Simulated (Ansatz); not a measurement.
# C2H6O3: the cost of one run

Method: the settings change from run to run; program: Ansatz 0.2.0, Gaussian basis.

### 1 The molecule

The structure was relaxed beforehand with PBE0-D4 in a triple-zeta def2 set.

SMILES `COC(O)O`, 11 atoms, charge 0, spin multiplicity 1.

Atoms are counted from 1 here; the program's logs count them from 0.

Bond lengths: C1–O2 1.410 Å, C1–H6 1.094 Å, C1–H7 1.097 Å, C1–H8 1.089 Å, O2–C3 1.397 Å, C3–O4 1.376 Å, C3–O5 1.384 Å, C3–H9 1.101 Å, O4–H10 0.965 Å, O5–H11 0.962 Å. Angles: O2–C1–H6 111.3°, O2–C1–H7 111.2°, O2–C1–H8 107.0°, H6–C1–H7 108.9°, H6–C1–H8 109.5°, H7–C1–H8 109.0°, C1–O2–C3 113.4°, O2–C3–O4 113.5°, O2–C3–O5 106.4°, O2–C3–H9 109.7°, O4–C3–O5 109.1°, O4–C3–H9 105.7°, O5–C3–H9 112.5°, C3–O4–H10 106.8°, C3–O5–H11 107.1°.

### 2 B2PLYP/cc-pVTZ-DK

This run has the search for lower states set to full.

Input file in.yaml:

```yaml
crystal:
  periodic: [false, false, false]
  atoms:
    - {symbol: C, position_ang: [-1.291373, 0.246739, 0.758354]}
    - {symbol: O, position_ang: [-0.544480, 0.254712, -0.437528]}
    - {symbol: C, position_ang: [0.696915, -0.374977, -0.320870]}
    - {symbol: O, position_ang: [1.580253, 0.299218, 0.489934]}
    - {symbol: O, position_ang: [1.220070, -0.447652, -1.599836]}
    - {symbol: H, position_ang: [-0.771034, 0.786313, 1.554862]}
    - {symbol: H, position_ang: [-1.489746, -0.778572, 1.095481]}
    - {symbol: H, position_ang: [-2.238661, 0.739774, 0.544969]}
    - {symbol: H, position_ang: [0.567299, -1.367001, 0.138730]}
    - {symbol: H, position_ang: [1.859910, 1.085101, 0.004610]}
    - {symbol: H, position_ang: [0.476148, -0.500654, -2.208106]}
basis:
  gaussian: {orbitals: cc-pVTZ-DK}
hamiltonian: {xc: {name: B2PLYP}}
scf: {lower_state_search: full}
```

Run with:

```
> ansatz run in.yaml --threads 4 --pin off --events-out ev --progress --plain --max-ram 10444MiB
```

Q: Estimate wall time and peak memory on 4 threads of Arm Neoverse V1, shared host.

About 4.4 s, with a peak of 0.57 GiB.
